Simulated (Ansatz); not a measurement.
Geometry optimisation, RKS LDA/def2-SVP (Ansatz 0.2.0).

input.yaml

```yaml
crystal:
  periodic: [false, false, false]
  atoms:
    - { symbol: Al, position_ang: [0.0, 0.0, 0.0] }
    - { symbol: F, position_ang: [1.2241, 0.0, 1.44] }
    - { symbol: H, position_ang: [1.739, 0.0, 0.2708] }
    - { symbol: O, position_ang: [-1.5415, 0.0, -0.89] }
    - { symbol: H, position_ang: [-2.0512, -0.8467, -0.6815] }
basis:
  gaussian: { orbitals: def2-SVP }
hamiltonian:
  xc: lda
relax:
  f_tol: 0.15
  max_steps: 25
  restrain:
    - { distance: [1, 2], at: 0.92, k: 30.0 }
    - { distance: [0, 1], at: 2.89, k: 30.0 }
    - { distance: [0, 2], at: 2.76, k: 30.0 }
```

Run as:

```bash
$ ansatz run input.yaml --threads 1 --pin off --max-ram 2048MiB --backend cpu --events-out ev --progress --plain --runs-dir out
```

Where does it end, and by what steps?

It converged. The restraints hold the end off the free minimum. After 12 steps the energy has fallen by 0.886 eV (the restraints' own energy left out); Al1 moved furthest, 1.01 Å. Parted: Al1–F2 (1.89 → 2.89 Å). Joined: F2–H3 (1.28 → 0.93 Å).

| step | energy less start (eV) | largest force component (eV/Å) | accepted |
| --- | --- | --- | --- |
| 0 | 0.0000 | 1.532 | yes |
| 1 | 0.4089 | 3.940 | yes |
| 2 | 0.9298 | 9.463 | yes |
| 3 | 0.2393 | 7.219 | yes |
| 4 | -0.4967 | 0.929 | yes |
| 5 | -0.6622 | 0.447 | yes |
| 6 | -0.7043 | 1.697 | yes |
| 7 | -0.8476 | 0.368 | yes |
| 8 | -0.8734 | 0.252 | yes |
| 9 | -0.8754 | 0.263 | yes |
| 10 | -0.8458 | 1.128 | no |
| 11 | -0.8811 | 0.407 | yes |
| 12 | -0.8857 | 0.328 | yes |

```xyz
5
Properties=species:S:1:pos:R:3
Al -0.100 0.428 -0.904
F 1.453 -0.331 1.406
H 1.993 0.218 0.878
O -1.579 -0.341 -0.712
H -2.396 -0.821 -0.528
```

Time of the run: 12 s on 1 thread of Arm Neoverse V1, on a shared host, peak memory 0.12 GiB.
